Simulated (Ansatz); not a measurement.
Species: F, SMILES `[F]` (charge 0, multiplicity 2), formula F.

Q: How many basis functions does frozen-core CCSD(T)/cc-pVTZ (Ansatz, an electronic-structure program) use, how many core orbitals are frozen, and how many electrons are correlated?

A: 30 basis functions and 1 frozen orbitals, which leaves 7 correlated electrons. Core time is of the order of seconds.
